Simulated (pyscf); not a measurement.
tetrafluoromethane (F–C(F)(F)–F) + Cl atom (Cl•) -> F–Cl + trifluoromethyl (F–C•(F)–F), an atom transfer (doublet surface; C–F broken, Cl–F formed). PySCF, gas phase, ωB97X-D3(BJ)/def2-SVP geometries. Energies in eV from the separated reactants.

Small-basis levels: PySCF, no dispersion term, spherical d functions. Open shells are spin-unrestricted. 

Question: In single points HF/STO-3G puts the saddle at 2.94 eV and the reaction energy at +2.89 eV. Should these be trusted to within a few kcal/mol? Compare with ωB97M-D3(BJ)/def2-TZVP.

Answer: ωB97M-D3(BJ)/def2-TZVP gives ΔE‡ = 3.25 eV and ΔE = +3.03 eV. HF/STO-3G lies 0.31 eV under it in the barrier and 0.14 eV under it in the reaction energy, so on this step it does not hold to within 0.13 eV. ωB97M-D3(BJ)/def2-TZVP has limits of its own. This is the saddle that the search found; another between the same sides may lie lower. The angle at the transferred F is 179°. Left out: the spin-orbit lowering of Cl.
